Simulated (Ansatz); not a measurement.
**Basis or method: atomization of NH3**

NH3, singlet; coordinates (Å): N 0.000 0.000 -0.067; H 0.939 0.013 0.314; H -0.483 0.808 0.306; H -0.461 -0.820 0.307. Quantity: atomization.

Ansatz 0.2.0, basis 6-31G or cc-pVDZ or cc-pVTZ; geometries are PBE0/def2-TZVP minima. Wave-function levels freeze the cores; HF, MP2 and coupled cluster are restricted for singlets and unrestricted otherwise, atoms included (their steps beyond CCSDT(Q) come from restricted open-shell runs), Kohn–Sham unrestricted where that lies lower. NEVPT2 stands on CASSCF in the full valence space. The reference is CCSDT(Q) or CCSDTQ or full CI (coupled cluster only where its series has nearly closed). Semilocal and hybrid functionals correlate all electrons outside any core potential and usually lie nearer their basis limit than the reference, so part of their error here is the reference's basis and frozen-core error; RPA and the MP2 part of double hybrids freeze the same cores as the reference. None of these values is a measured one. Energies are electronic, without zero-point terms. No spin–orbit coupling and no scalar relativity. The species are chosen: bound, without strong static correlation by their natural occupations or amplitudes, in their lowest spin state as far as vertical gaps and like structures tell, and with a ladder that closes on the reference, so errors are smaller than for species at large; levels whose determinant breaks symmetry or spin markedly are left out.

| level | 6-31G (kcal/mol) | cc-pVDZ (kcal/mol) | cc-pVTZ (kcal/mol) |
| --- | --- | --- | --- |
| reference | 237.2 (full CI) | 267.3 (CCSDTQ) | 288.1 (CCSDT(Q)) |
| MP2 | 232.6 | 264.9 | 286.7 |
| CCSD | 236.2 | 265.0 | 284.6 |
| CCSD(T) | 237.0 | 267.0 | 288.0 |
| CCSDT | 237.0 | 267.1 | 287.9 |
| NEVPT2 | 238.5 | 262.3 | 279.9 |
| PBE | 281.3 | 290.7 | 299.9 |
| r2SCAN | 272.4 | 284.0 | 292.8 |

From 6-31G to cc-pVTZ the reference moves by 50.9 kcal/mol and PBE by 18.6; the step from CCSD(T) to the reference is 0.2 in the first and 0.1 in the last.
